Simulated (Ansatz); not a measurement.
## CF⁺, quintet in cc-pVDZ: errors against UCCSDTQ

Geometry: that of the CF⁺, triplet, kept fixed. The singlet lies 12.7 eV lower here.

```yaml
atoms:
  - { symbol: C, position_ang: [0.0000, 0.0000, 0.0000] }
  - { symbol: F, position_ang: [0.0000, 0.0000, 1.2067] }
```

Basis cc-pVDZ; Ansatz 0.2.0. Correlated methods freeze the noble-gas cores, which leaves 10 electrons in 26 orbitals. R marks a restricted (for open shells ROHF) determinant, U an unrestricted one. Active spaces: valence = (10e, 8o) chosen from the atoms' valence shells.

Full CI isn't at hand for all of this; UCCSDTQ serves as the reference, and is uncertain by about the last step of the cluster series. The frozen core follows each run's orbitals, which can shift R against U totals by a few meV.

For open shells CISD and CISDTQ are restricted-active-space CI with the open shells as a complete middle space.

The UHF ⟨S²⟩ is 6.005, the T1 diagnostic (RCCSD) is 0.0131 and the largest doubles amplitude (RCCSD) is 0.034. The T1 diagnostic (UCCSD) is 0.0090.

| level | E − E(UCCSDTQ) (meV) | share of correlation (%) | wall time |
| --- | --- | --- | --- |
| RHF | 5265 | 0.00 | – |
| UHF | 5121 | 2.73 | – |
| RMP2 | 569 | 89.20 | – |
| UMP2 | 569 | 89.19 | – |
| CISD | 207 | 96.07 | 2.3 s |
| RCCSD | 78 | 98.52 | – |
| UCCSD | 75 | 98.57 | – |
| RCCSD(T) | 13 | 99.75 | 0.58 s |
| UCCSD(T) | 11 | 99.79 | 0.55 s |
| BCCD(T) | 13 | 99.75 | 0.76 s |
| RCCSDT | 5 | 99.91 | – |
| UCCSDT | 3 | 99.95 | – |
| CISDTQ | 6 | 99.89 | 3.4 min (H100) |
| RCCSDT(Q) | 2 | 99.96 | 5.5 s |
| UCCSDT(Q) | 0 | 100.00 | 4.4 s |
| RCCSDTQ | 2 | 99.96 | 24 s (H100) |
| CASSCF (valence space) | 4633 | 12.00 | – |
| NEVPT2 (valence space) | 763 | 85.52 | 0.36 s |
| MRCISD (valence space) | 174 | 96.69 | – |
| MRCISD+Q (valence space) | 17 | 99.69 | 1.2 s |

The correlation energy at UCCSDTQ, counted from RHF, is -5.265 eV. That run took 34 s on 2 threads of AMD EPYC 7R13 with a shared H100 80 GB, shared host.

Times hold each run's SCF and search for its determinant on a shared host, so for small cases they say little of a method's own cost; rows without a card ran on 1 thread of AMD EPYC 7R13.

Natural occupations of CASSCF (valence space) about the gap: 1.998 1.987 1.001 1.001 1.000 0.999 0.013; effectively unpaired electrons, Σ n²(2−n)², 4.00.
